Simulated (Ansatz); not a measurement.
in.yaml

```yaml
crystal:
  periodic: [false, false, false]
  atoms:
    - {symbol: P, position_ang: [-0.000007, -0.423379, 2.310330]}
    - {symbol: Ga, position_ang: [0.000013, -0.295922, -1.316432]}
    - {symbol: S, position_ang: [0.000000, -0.284557, -3.335481]}
    - {symbol: H, position_ang: [-0.000006, 1.003858, 2.341583]}
basis:
  gaussian: {orbitals: cc-pVDZ}
magnetization: {spin_polarized: false, initial_magnetization: 1}
correlation: {active_space: {ras: {orbitals: [7, 1, 36], electrons: 15, max_holes: 2, max_particles: 2}, fixed_orbitals: true}}
```

```sh
$ ansatz run in.yaml --threads 1 --pin off --events-out ev --progress --plain --max-ram 2393MiB
```

Problem. Roughly how long does this take on 1 thread of Arm Neoverse V1, shared host, and how much host memory?

Solution. 22 s wall and 0.17 GiB.

```
754 factors; integrals over basis functions are off by at most 9.7e-4 eV
mean field evaluation 1: about -72434.0765 eV, gradient 2.2e1 eV
mean field evaluation 2: about -72434.0923 eV, gradient 2.2e1 eV
mean field evaluation 4: about -72435.4994 eV, gradient 1.2e1 eV
mean field evaluation 8: about -72436.4496 eV, gradient 4.5e-1 eV
mean field evaluation 16: about -72436.4547 eV, gradient 2.4e-6 eV
mean field evaluation 32: about -72429.5267 eV, gradient 8.4e0 eV
mean field evaluation 64: about -72435.7254 eV, gradient 8.6e-2 eV
mean field evaluation 96: about -72435.7171 eV, gradient 6.1e-1 eV
mean field evaluation 128: about -72435.7241 eV, gradient 9.8e-2 eV
mean field -72436.45465677 eV, -2661.9906094440 hartree, gradient 2.5e-6 eV, S^2 0.750000; 10 other end points of the search recorded, 0 dependent functions left out
reference -72436.45465677 eV, -2661.9906094440 hartree; 32, 31 occupied and 36, 37 virtual orbitals, 754 factors
state -72444.28117545 eV, -2662.2782287004 hartree
Total energy: -72444.28117545 eV, -2662.2782287004 hartree
```
